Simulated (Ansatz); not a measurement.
`C#CCOC` → `C#CCO` + `[CH2]` (triplet) at 600 K and 1 bar (formal loss of a carbene).

Gas-phase electronic energies from Ansatz, PBE0-D4/def2-TZVP geometries. CCSD(T)/CBS adds triple-zeta CCSD(T) − MP2 to the extrapolated MP2 energy (def2 sets, frozen cores). This one scheme is used for every species. Triplets are unrestricted, without spin–orbit coupling. Each species was taken in one conformer, which may not be the lowest.

```csv
species,CCSD(T)/CBS energy (Eh),H − E (kJ/mol),S (J/(mol·K))
`C#CCOC`,-230.89724,289.3,398.6
`C#CCO`,-191.65368,204.4,348.3
`[CH2]` (triplet),-39.09499,66.5,220.8
```

H − E and S are ideal-gas, rigid-rotor, harmonic terms from PBE0-D4/def2-TZVP, for one conformer and one mirror image of each species, with the whole ground term of open shells counted as degenerate. 1 Eh = 2625.50 kJ/mol, R = 8.31446 J/(mol·K).

By hand: ΔE, ΔH, ΔS and ΔG.

ΔE = (-191.65368) + (-39.09499) − (-230.89724) = 0.14857 Eh = 390.1 kJ/mol. Δ(H − E) = 204.4 + 66.5 − 289.3 = -18.4, so ΔH = 371.7 kJ/mol. ΔS = 348.3 + 220.8 − 398.6 = 170.5 J/(mol·K). ΔG = 371.7 − 600 × (170.5)/1000 = 269.4 kJ/mol.

By hand: the equilibrium constant, and the temperature at which ΔG would vanish if ΔH and ΔS stayed fixed.

log₁₀ K = −ΔG/(RT ln 10) = -23.5. ΔG = 0 at ΔH/ΔS = 2180 K.

The number of gas molecules changes by +1, which sets the sign of ΔS. A doubt of 5 kJ/mol in ΔE shifts log₁₀ K by 0.4 here. Other conformers and mirror images would add mixing entropy, several J/(mol·K) or more a flexible species. A triplet takes part, so the spin changes. These are equilibria of isolated gas molecules and say nothing of rates. Largest T1 diagnostic: 0.012 (customary marks: 0.02 for closed shells, 0.045 for open ones).
